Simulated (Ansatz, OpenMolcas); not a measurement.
BF (SMILES [B]F): the energy, rung by rung

The species is BF (2 atoms), meant as a singlet with charge 0. SMILES: `[B]F`. The coordinates come from a PBE0-D4/def2-TZVP relaxation.

```xyz
2

B     0.0000    0.0000   -0.0094
F     0.0000    0.0000    1.2537
```

Each level gives the energy change with the B1–F2 bond stretched from 1.263 to 3.158 Å (eV). The values are calculated.

```
                      level                   kind     program  value (eV)  less FCI/STO-3G  CPU time (all runs)
  SVWN5/STO-3G (restricted)                    LDA      Ansatz        9.91            +2.73               0.35 s
    PBE/STO-3G (restricted)                    GGA      Ansatz        9.31            +2.13                0.6 s
  BHLYP/STO-3G (restricted)          global hybrid      Ansatz       11.25            +4.07               0.43 s
 M06-2X/STO-3G (restricted)        hybrid meta-GGA  OpenMolcas       11.12            +3.94                8.5 s
r2SCAN0/STO-3G (restricted)        hybrid meta-GGA      Ansatz       10.73            +3.55                1.1 s
           MRCI(2,2)/STO-3G         multireference  OpenMolcas        7.07            -0.11                3.1 s
  CCSDT/STO-3G (restricted)  coupled cluster or CI      Ansatz        7.18             0.00               0.39 s
                 FCI/STO-3G     exact in the basis      Ansatz        7.18             0.00               0.21 s
```

FCI/STO-3G is exact within its basis and frozen core, so for wave-function methods in that basis the difference is their error; functionals converge differently with the basis, so for them it is only a difference. The first shape isn't each level's own minimum. The values span 7.07 to 11.25 eV. All rows use very small basis sets, so even the best lies far from the true value. CPU times are rough (shared hosts, several kinds of processor): they show what a rung costs within a factor of a few.
